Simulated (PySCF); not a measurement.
**How the functional moves excitation energies**

CH₈BN.
InChI=1S/CH8BN/c1-3-2/h3H2,1-2H3

Linear-response calculations in the def2-SVPD basis (PySCF; singlets by full response, triplets Tamm–Dancoff, core orbitals frozen in the response; HF means time-dependent Hartree–Fock). 'Strongest' is the level of largest summed f among the singlets computed (10 roots, of which the last may lack a degenerate partner); it can jump between rows when another state enters that window. S1 is the lowest singlet of each run and needn't be the same state throughout; f(S1) is that of one state. Geometry: PBE0-D3(BJ)/def2-SVP; no solvent, vibrations or thermal averaging.

| functional | kind | S1 (eV) | f(S1) | strongest (eV) | T1 (eV) | HOMO (eV) | gap (eV) | ionisation energy, ΔSCF (eV) |
| --- | --- | --- | --- | --- | --- | --- | --- | --- |
| LDA | LDA | 5.53 | 0.004 | 7.46 | 5.45 | -6.39 | 5.51 | 10.17 |
| PBE | GGA | 5.57 | 0.003 | 7.49 | 5.48 | -6.35 | 5.55 | 10.14 |
| B3LYP | global hybrid, 20% exact exchange | 6.25 | 0.017 | 8.04 | 6.15 | -7.53 | 7.15 | 10.38 |
| PBE0 | global hybrid, 25% exact exchange | 6.52 | 0.009 | 8.25 | 6.39 | -7.70 | 7.66 | 10.29 |
| BHandHLYP | global hybrid, 50% exact exchange | 7.18 | 0.025 | 8.76 | 7.03 | -9.04 | 9.50 | 10.36 |
| CAM-B3LYP | range-separated hybrid | 6.86 | 0.022 | 8.47 | 6.72 | -9.19 | 9.79 | 10.42 |
| wB97X-D | range-separated hybrid | 7.10 | 0.031 | 8.54 | 7.03 | -9.65 | 11.27 | 10.39 |
| LC-wPBE | range-separated hybrid | 7.67 | 0.038 | 9.02 | 7.41 | -10.57 | 12.30 | 10.46 |
| HF | Hartree–Fock | 8.41 | 0.062 | 9.57 | 7.92 | -11.11 | 13.12 | not settled |

S1 runs from 5.53 eV (LDA) to 8.41 eV (HF), a spread of 2.88 eV, while the orbital gap spreads over 7.6 eV. Along PBE (0%), B3LYP (20%), PBE0 (25%), BHandHLYP (50%), HF (100%) S1 rises with the share of exact exchange. −ε(HOMO) comes closest to its own ΔSCF ionisation energy with LC-wPBE (+0.11 eV) and misses most with PBE (-3.79 eV). 'Not settled' means that the ion's SCF failed to converge or may have ended in another state than the lowest.

Without π bonds the low states are Rydberg-like; a valence basis with one diffuse set may place them up to an eV too high.
